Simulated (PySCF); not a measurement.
H4Si, SMILES `[SiH4]` (charge 0, multiplicity 1)

These are PBE-D3(BJ)/def2-TZVP // CAM-B3LYP-D3(BJ)/def2-TZVP in PySCF 2.14.0 values and carry that method's errors.

```yaml
HOMO: -8.52 eV
dipole_moment: 0.000 e·Å
LUMO: 0.26 eV
HOMO–LUMO gap: 8.78 eV
total_energy: -291.7226 Ha
cost: around 30 core-seconds (rough)
```

```xyz
5

Si     0.0000     0.0000     0.0000
H     -0.2299    -1.0935    -0.9665
H     -0.6573     1.2314    -0.4841
H      1.4515     0.2382     0.1381
H     -0.5644    -0.3761     1.3125
```
Charge 0, spin multiplicity 1.
